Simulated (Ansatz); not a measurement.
## Worked example: correlation energy of C4H10, singlet

Geometry: MP2(full)/6-31G*, from the G2/97 set.

| atom | x (Å) | y (Å) | z (Å) |
| --- | --- | --- | --- |
| C | 0.7026 | 1.8209 | 0.0000 |
| C | 0.7026 | 0.2963 | 0.0000 |
| C | -0.7026 | -0.2963 | 0.0000 |
| C | -0.7026 | -1.8209 | 0.0000 |
| H | 1.7198 | 2.2223 | 0.0000 |
| H | -1.7198 | -2.2223 | 0.0000 |
| H | 0.1882 | 2.2104 | 0.8836 |
| H | 0.1882 | 2.2104 | -0.8836 |
| H | -0.1882 | -2.2104 | 0.8836 |
| H | -0.1882 | -2.2104 | -0.8836 |
| H | 1.2477 | -0.0727 | -0.8776 |
| H | 1.2477 | -0.0727 | 0.8776 |
| H | -1.2477 | 0.0727 | -0.8776 |
| H | -1.2477 | 0.0727 | 0.8776 |

Basis STO-3G; Ansatz 0.2.0. Only valence electrons are correlated (noble-gas cores frozen), which leaves 26 electrons in 26 orbitals. Prefix R: restricted or restricted open-shell reference.

Full CI isn't at hand for all of this; RCCSDTQ serves as the reference, and is uncertain by about the last step of the cluster series.

Runs differ by some tens of microhartree through their thresholds, so steps under 0.03 kcal/mol mean nothing.

```json
{"level": "RHF", "total energy (hartree)": "-155.465316"}
{"level": "RMP2", "total energy (hartree)": "-155.674053"}
{"level": "RCCSD", "total energy (hartree)": "-155.745381"}
{"level": "RCCSD(T)", "total energy (hartree)": "-155.746767"}
{"level": "RCCSDT", "total energy (hartree)": "-155.747098"}
{"level": "RCCSDT(Q)", "total energy (hartree)": "-155.747338"}
{"level": "RCCSDTQ", "total energy (hartree)": "-155.747373"}
```

Problem. What is the correlation energy at RCCSDTQ, and what share of it do RMP2 and RCCSD recover?

Solution. E(corr) = -155.747373 − (-155.465316) = -0.282057 hartree = -7.675 eV. RMP2: -0.208737 / -0.282057 = 74.01 %. RCCSD: -0.280065 / -0.282057 = 99.29 %.

Problem. By how many kcal/mol does RCCSD(T) miss RCCSDTQ (1 hartree = 627.509 kcal/mol), and which steps make up the rest?

Solution. -155.746767 − (-155.747373) = 0.000606 hartree = 0.38 kcal/mol. Steps: RCCSDT − RCCSD(T) = -0.21, RCCSDT(Q) − RCCSDT = -0.15, RCCSDTQ − RCCSDT(Q) = -0.02 kcal/mol. That is within 1 kcal/mol of the reference in this basis, which itself misses far more of the correlation at the basis-set limit.
